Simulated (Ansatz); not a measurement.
Relaxation of CH5OSi (8 atoms, charge 0, multiplicity 2), to a largest force component of 0.015 eV/Å in at most 40 steps.

Computed with UKS PBE-D4/def2-SVP (Ansatz).

```xyz
8
Properties=species:S:1:pos:R:3
C -0.626 0.805 -0.058
Si 0.657 -0.298 -0.627
O 0.343 -1.875 -0.223
H -1.563 0.593 -0.520
H -0.451 1.876 -0.370
H -0.793 0.836 1.016
H 1.968 0.098 0.011
H 0.558 -2.094 0.715
```

Task: Where does it end, and by what steps?

Result: The forces met the threshold. After 15 steps the energy has fallen by 0.353 eV; H8 moved furthest, 0.73 Å.

| step | energy less start (eV) | largest force component (eV/Å) | accepted |
| --- | --- | --- | --- |
| 0 | 0.0000 | 2.584 | yes |
| 1 | -0.1760 | 1.183 | yes |
| 2 | -0.2313 | 0.406 | yes |
| 3 | -0.2158 | 1.331 | no |
| 4 | -0.2536 | 0.141 | yes |
| 5 | -0.2726 | 0.269 | yes |
| 6 | -0.2702 | 1.222 | no |
| 7 | -0.2919 | 0.209 | yes |
| 8 | -0.3082 | 0.216 | yes |
| 9 | -0.3250 | 0.304 | yes |
| 10 | -0.3394 | 0.341 | yes |
| 11 | -0.2409 | 0.850 | no |
| 12 | -0.3528 | 0.057 | yes |
| 13 | -0.3533 | 0.047 | yes |
| 14 | -0.3534 | 0.027 | yes |
| 15 | -0.3535 | 0.004 | yes |

```xyz
8
Properties=species:S:1:pos:R:3
C -0.692 0.909 -0.103
Si 0.680 -0.333 -0.461
O 0.193 -1.784 0.266
H -1.648 0.599 -0.569
H -0.418 1.909 -0.496
H -0.851 0.993 0.993
H 1.994 0.160 0.133
H 0.835 -2.511 0.180
```

Whether the end is a true minimum wasn't checked by a vibrational analysis.

Run time: 38 s on 1 thread of Arm Neoverse V2, on a shared host, peak memory 0.14 GiB.
